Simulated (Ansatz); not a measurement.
**How methods differ on [AlH4]− (SMILES [H][Al-]([H])([H])[H])**

The species is [AlH4]− (5 atoms), meant as a singlet with charge -1. As SMILES, `[H][Al-]([H])([H])[H]`. The shape comes from GFN2-xTB, which is rough for such elements, and wasn't checked as a minimum.

| atom | x (Å) | y (Å) | z (Å) |
| --- | --- | --- | --- |
| Al | -0.0014 | -0.0011 | 0.0000 |
| H | 0.0129 | -0.0193 | 1.6271 |
| H | 1.5300 | 0.0130 | -0.5529 |
| H | -0.7739 | 1.3341 | -0.5201 |
| H | -0.7675 | -1.3267 | -0.5541 |

Quantity: the energy change with the Al1–H2 bond stretched from 1.627 to 2.034 Å, in eV. The values are calculated.

```
                     level                    kind  program  value (eV)  less FCI/3-21G  CPU time (all runs)
     HF/3-21G (restricted)            Hartree–Fock   Ansatz        0.44           +0.09               0.21 s
  SVWN5/3-21G (restricted)                     LDA   Ansatz        0.41           +0.06                1.1 s
    PBE/3-21G (restricted)                     GGA   Ansatz        0.38           +0.03                1.7 s
   PBE0/3-21G (restricted)           global hybrid   Ansatz        0.42           +0.07                1.7 s
wB97M-V/3-21G (restricted)  range-separated hybrid   Ansatz        0.45           +0.10                 25 s
RPA@PBE/3-21G (restricted)                     RPA   Ansatz        0.33           -0.02                2.5 s
    MP2/3-21G (restricted)     perturbation theory   Ansatz        0.41           +0.06               0.22 s
  CCSDT/3-21G (restricted)   coupled cluster or CI   Ansatz        0.35            0.00               0.61 s
                 FCI/3-21G      exact in the basis   Ansatz        0.35            0.00                 20 s
```

FCI/3-21G is exact within its basis and frozen core, so for wave-function methods in that basis the difference is their error; functionals converge differently with the basis, so for them it is only a difference. Sets without diffuse functions describe the anion poorly. The first shape isn't each level's own minimum. The values span 0.33 to 0.45 eV. All rows use very small basis sets, so none should be taken for the real molecule's value. Times are those of the runs behind each value, whatever else they computed, on shared processors of several kinds: orders of magnitude only.
